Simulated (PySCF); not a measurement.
Static polarisabilities and like-pair C6 coefficients by linear response at PBE0/aug-cc-pVTZ (PySCF, frozen core in the response, non-relativistic, gas phase), PBE0-D3(BJ)/def2-TZVP geometries, one conformer each; atomic units unless stated. Spin–orbit coupling is left out although an atom past zinc is present.

```tsv
species	electrons	α
`[O-][NH3+]` (H3NO)	18	20.7
`NO` (H3NO)	18	18.6
`BF` (BFH2)	16	17.0
`[F][Ge][F]` (GeF2) [singlet]	50	30.2
`N` (NH3)	10	14.2
```

Question: Estimate each like-pair C6, largest first.

Answer: 
```json
{"species": "`[F][Ge][F]` (GeF2) [singlet]", "C6": "327.1", "ω̄ = 4·C6/(3α²) (eV)": "13.0"}
{"species": "`[O-][NH3+]` (H3NO)", "C6": "182.5", "ω̄ = 4·C6/(3α²) (eV)": "15.4"}
{"species": "`NO` (H3NO)", "C6": "165.6", "ω̄ = 4·C6/(3α²) (eV)": "17.3"}
{"species": "`BF` (BFH2)", "C6": "130.3", "ω̄ = 4·C6/(3α²) (eV)": "16.3"}
{"species": "`N` (NH3)", "C6": "86.08", "ω̄ = 4·C6/(3α²) (eV)": "15.4"}
```

The order is that of α. London's effective excitation energy ω̄ runs from 13.0 to 17.3 eV here.
